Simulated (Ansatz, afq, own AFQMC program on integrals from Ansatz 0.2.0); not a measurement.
SiH₃⁺, singlet: AFQMC among the cluster methods

```xyz
4

Si    0.0030   -0.0050    0.0000
H     1.4749    0.0092   -0.0001
H    -0.8368    1.4176   -0.0032
H    -0.7207   -1.2869    0.0030
```

Basis cc-pVDZ. Only valence electrons are correlated. Integrals, coupled cluster, full CI and functionals: Ansatz 0.2.0; the random walks run on the same integrals in our own AFQMC program. ph-AFQMC/CISD is guided by a CISD state made of CCSD amplitudes; releasing the constraint for a short imaginary time cuts its bias at the price of noise, slowly where states lie close. ± is one standard error of the sampling.

Determinant: RHF, the one that the program's search chose, which needn't be the lowest solution. The geometry is a point of a scan.

Full CI on the same integrals is exact in this basis and with this determinant's frozen core.

```
T1 diagnostic                               : 0.0095
weight of the determinant in the CISD state : 0.934
size of the correlated space                : 6 electrons in 28 orbitals
```

Reference: full CI, correlation energy -3.063 eV. The released energy is read at 2.40 1/Eh (meV from the phaseless value at times in 1/Eh: -0.3 ± 1.2 at 0.24, -1.4 ± 0.9 at 0.51, -2.3 ± 0.7 at 0.99, -2.2 ± 0.8 at 1.62, -2.8 ± 0.9 at 2.40).

| level | E − E(reference) (meV) | share of correlation (%) |
| --- | --- | --- |
| HF | 3062.6 | 0.00 |
| MP2 | 759.9 | 75.19 |
| CCSD | 62.5 | 97.96 |
| CCSD(T) | 16.1 | 99.47 |
| CCSDT | 1.7 | 99.95 |
| CCSDT(Q) | 0.4 | 99.99 |
| CCSDTQ | 0.0 | 100.00 |
| ph-AFQMC/CISD | 2.4 ± 1.3 | 99.92 |
| released AFQMC | -0.4 ± 0.9 | 100.01 |

CCSDT and higher add their correlation energy to the determinant of the CCSD(T) run, since their own runs factorise the integrals more tightly (a shift of under 2 meV). A walk keeps the symmetry of its determinant, which the program's search chose and which needn't be the lowest solution, so a lower state of the same spin and another symmetry isn't excluded. Released energies are given only where the last usable release times agree within the noise; a slower fall can still hide under it.
